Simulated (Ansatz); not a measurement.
# AlH4NSi: the cost of one run

Method: the settings change from run to run; program: Ansatz 0.2.0, Gaussian basis.

## 1. The molecule

The geometry comes from an earlier relaxation with PBE0-D4 in a triple-zeta def2 set; it is a stationary point, not always the lowest conformer.

SMILES `[NH]1[AlH][SiH2]1`, 7 atoms, charge 0, spin multiplicity 1.

Atoms are counted from 1 here; the program's logs count them from 0.

Bond lengths: N1–Al2 1.773 Å, N1–Si3 1.763 Å, N1–H4 1.008 Å, Al2–Si3 2.300 Å, Al2–H5 1.579 Å, Si3–H6 1.493 Å, Si3–H7 1.493 Å. Angles: Al2–N1–Si3 81.1°, Al2–N1–H4 148.7°, Si3–N1–H4 130.2°, N1–Al2–Si3 49.2°, N1–Al2–H5 135.9°, Si3–Al2–H5 174.8°, N1–Si3–Al2 49.6°, N1–Si3–H6 115.9°, N1–Si3–H7 115.9°, Al2–Si3–H6 126.6°, Al2–Si3–H7 126.6°, H6–Si3–H7 106.2°.

## 2. BHLYP/def2-TZVPD

Options: multiplicity 3, a grid of angular degree 47, D4 dispersion.

in.yaml reads:

```yaml
crystal:
  periodic: [false, false, false]
  atoms:
    - {symbol: N, position_ang: [-0.288734, -0.037401, -0.846897]}
    - {symbol: Al, position_ang: [0.490543, -1.377637, 0.014055]}
    - {symbol: Si, position_ang: [-0.001416, 0.762231, 0.698153]}
    - {symbol: H, position_ang: [-0.717724, 0.310809, -1.690507]}
    - {symbol: H, position_ang: [0.883165, -2.868412, -0.325831]}
    - {symbol: H, position_ang: [-1.219005, 1.201378, 1.442533]}
    - {symbol: H, position_ang: [0.914372, 1.941032, 0.662996]}
basis:
  gaussian: {orbitals: def2-TZVPD, final_grid: {core_spheres: 20, valence_spheres: 16, degree: 47}}
magnetization: {spin_polarized: true, initial_magnetization: 2}
hamiltonian: {xc: {name: BHLYP}, dispersion: d4}
output: {forces: true}
```

The run is started by

```bash
> ansatz run in.yaml --threads 2 --pin off --events-out ev --progress --plain --max-ram 4352MiB
```

What time and memory should one allow on 2 threads of Arm Neoverse V1, shared host?

About 28 s, with a peak of 0.6 GiB.
